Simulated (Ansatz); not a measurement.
Reactions of `N=CN=C(F)S`.

Computed with Ansatz on PBE0-D4/def2-TZVP structures; ΔE is electronic, products minus reactants. CBS: MP2 limit from def2 TZ/QZ plus the TZ coupled-cluster correction, frozen cores. This one scheme is used for every species, atoms too. For atomizations the MP2-based limit and the directly extrapolated one differ by several kJ/mol either way, and by 10 to 25 for some Ge, Se and Sn compounds, so smaller differences from it don't rank the levels. No spin–orbit coupling; open shells (•) take unrestricted orbitals. Spin–orbit coupling would lower the free atoms: a little for C, F, S. Each species was taken in one conformer, which may not be the lowest.

Order these by ΔE at CCSD(T)/CBS, lowest first. (Estimate.)
A. `N=CN=C(F)S` + CH₃SH → `N=CCS` + `N=C(F)S`
B. `N=CN=C(F)S` + H₂ → `N=CN=CF` + H₂S
C. `N=CN=C(F)S` → 2 C• + F• + 3 H• + 2 N• + S•

B (-54.1 kJ/mol), A (+0.9 kJ/mol), C (+3503.6 kJ/mol).

Largest T1 diagnostic: 0.014, for `N=CN=C(F)S`.
